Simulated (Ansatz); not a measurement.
## Worked example: correlation energy of HGeAs⁺, doublet

Geometry: that of the HGeAs, triplet, kept fixed.

```xyz
3

Ge    0.0000   -0.0368    1.2246
As    0.0000    0.0147   -1.2049
H     0.0000    1.5590    1.3081
```

Basis cc-pVDZ; Ansatz 0.2.0. Only valence electrons are correlated (noble-gas cores and the filled d shells of p-block atoms frozen), which leaves 9 electrons in 31 orbitals. Prefix R: restricted or restricted open-shell reference; prefix U: unrestricted. No spin–orbit coupling is included, and no scalar relativity.

Full CI isn't at hand for all of this; UCCSDTQ serves as the reference, and is uncertain by about the last step of the cluster series.

Unrestricted rows (U) aren't spin-pure: their determinants' ⟨S²⟩ exceeds S(S+1) by up to 0.90, so they mix in states of higher spin.

Runs differ by some tens of microhartree through their thresholds and, for an open shell, their frozen cores, so steps under 0.03 kcal/mol mean nothing.

| level | total energy (hartree) |
| --- | --- |
| UHF | -4309.773739 |
| UMP2 | -4309.892244 |
| UCCSD | -4309.931886 |
| UCCSD(T) | -4309.938772 |
| UCCSDT | -4309.941555 |
| UCCSDT(Q) | -4309.942484 |
| UCCSDTQ | -4309.942494 |

What is the correlation energy at UCCSDTQ, and what share of it do UMP2 and UCCSD(T) recover?

E(corr) = -4309.942494 − (-4309.773739) = -0.168755 hartree = -4.592 eV. UMP2: -0.118505 / -0.168755 = 70.22 %. UCCSD(T): -0.165033 / -0.168755 = 97.79 %.

By how many kcal/mol does UCCSD(T) miss UCCSDTQ (1 hartree = 627.509 kcal/mol), and which steps make up the rest?

-4309.938772 − (-4309.942494) = 0.003722 hartree = 2.34 kcal/mol. Steps: UCCSDT − UCCSD(T) = -1.75, UCCSDT(Q) − UCCSDT = -0.58, UCCSDTQ − UCCSDT(Q) = -0.01 kcal/mol. Differences between like states or geometries often cancel part of this.
